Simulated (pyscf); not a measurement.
9 silicon, germanium or tin steps of one kind (hydrogen abstraction, radical): reaction energy in kcal/mol, from the separated reactants or the lowest minimum found. Single points on ωB97X-D3(BJ)/def2-SVP structures (PySCF, gas phase). Functionals in def2-TZVP; the last column is ωB97M-D3(BJ)/def2-TZVP. Rows were drawn at random from the steps of this kind and element class whose saddle was verified and whose references are stable.

| step | PBE | M06-2X | PBE0-D3(BJ) | ωB97M-D3(BJ) |
|---|---|---|---|---|
| `[OH][SiH2][OH]` + `[NH2]` [doublet] -> `[OH][SiH][OH]` [doublet] + `[NH3]` | -20.0 | -16.8 | -16.6 | -13.8 |
| `[SiH3][SiH2][PH2]` + `[H]` [doublet] → `[SiH3][SiH][PH2]` [doublet] + `[H][H]` | -19.8 | -19.5 | -17.9 | -16.9 |
| `[O][Sn](=[O])[OH]` [doublet] + `[H][H]` -> `[O]=[Sn]([OH])[OH]` + `[H]` [doublet] | -15.4 | -17.4 | -16.9 | -16.0 |
| `[NH][SiH2][NH2]` [doublet] + `[NH3]` -> `[NH2][SiH2][NH2]` + `[NH2]` [doublet] | -0.9 | -3.3 | -2.6 | -2.8 |
| `[SiH3][NH][Si]([SiH3])([SiH3])[SiH3]` + `[H]` [doublet] -> `[SiH2][Si]([SiH3])([SiH3])[NH][SiH3]` [doublet] + `[H][H]` | -18.6 | -19.1 | -17.3 | -16.3 |
| `[CH2]=[SiH][Cl]` + `[CH3]` [doublet] → `[CH2]=[Si][Cl]` [doublet] + `[CH4]` | -21.2 | -23.7 | -21.1 | -23.4 |
| `[OH][GeH2][Cl]` + `[H]` [doublet] → `[OH][GeH][Cl]` [doublet] + `[H][H]` | -24.7 | -24.4 | -21.3 | -22.7 |
| `[NH2][SiH]([NH2])[Cl]` + `[NH2]` [doublet] -> `[NH2][Si]([NH2])[Cl]` [doublet] + `[NH3]` | -21.7 | -18.5 | -17.9 | -14.8 |
| `[CH3][Si]([CH3])([O])[OH]` [doublet] + `[H][H]` → `[CH3][Si]([CH3])([OH])[OH]` + `[H]` [doublet] | -12.3 | -14.5 | -14.0 | -13.3 |

Differences from the last column (kcal/mol): PBE: mean -1.6, median -2.0, mean size 2.9, lower in 5 of 9; M06-2X: mean -1.9, median -1.6, mean size 1.9, lower in 9 of 9; PBE0-D3(BJ): mean -0.6, median -0.9, mean size 1.5, lower in 6 of 9. PBE is closest for row 3 (0.6 kcal/mol apart) and farthest for row 8 (6.9 kcal/mol). PBE, r²SCAN and M06-2X carry no added dispersion term. The last column is a level with limits of its own. Elements up to Kr have no core potential and no relativistic terms here. Elements past Kr carry the def2 core potentials, without spin-orbit coupling.
